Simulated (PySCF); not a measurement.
Planning a core-ionisation job on `O=C1C=CC1` (2-cyclobutene-1-one).

Method: delta-SCF UKS SCAN, pcX-2 on the ionised atom, pcseg-1 elsewhere, spin-free X2C (PySCF 2.14.0). Geometry: PBE0-D3(BJ)/def2-SVP. Work: ΔSCF core ionisation, 5 holes, density fitting. The command runs a driver script over a list of jobs; the input below is this job's line of settings and its coordinates in Å.

Command:
```bash
OMP_NUM_THREADS=1 python probes_run.py task.json out
```

Input:
```
{"job": {"kind": "xps"}, "charge": 0, "multiplicity": 1}
O      1.971489     0.920469    -0.593916
C      0.901394     0.498980    -0.270425
C     -0.426127     1.074676     0.092662
C     -0.943214    -0.159728     0.272188
C      0.320101    -0.928356    -0.061091
H     -0.825029     2.087430     0.177675
H     -1.939119    -0.504580     0.560622
H      0.293350    -1.558377    -0.965574
H      0.779906    -1.499954     0.762231
```

Hardware: an Arm Neoverse V1 with one thread, no GPU, shared host with 32 logical CPUs at a one-minute load of 17. PySCF's memory limit was set to 1040 MB.

Problem. How large is the largest of the mixed bases?

Solution. 121 functions.

Problem. How long does the run take?

Solution. About 23 s. The run took 97 SCF cycles in all, 4.6 s a hole on average.

Problem. How much memory does it need at the peak?

Solution. About 0.39 GiB. Peak memory is the resident size of the whole Python process, interpreter and libraries included.

Problem. At this speed, how long would 1000 such jobs take on 96 cores, one job a core?

Solution. 1000/96 gives 11 rounds of 23 s, about 4.2 min of wall time and 6.4 core-hours, if the jobs don't slow each other.

Other jobs ran on the host; a repeat could differ by tens of per cent or more.
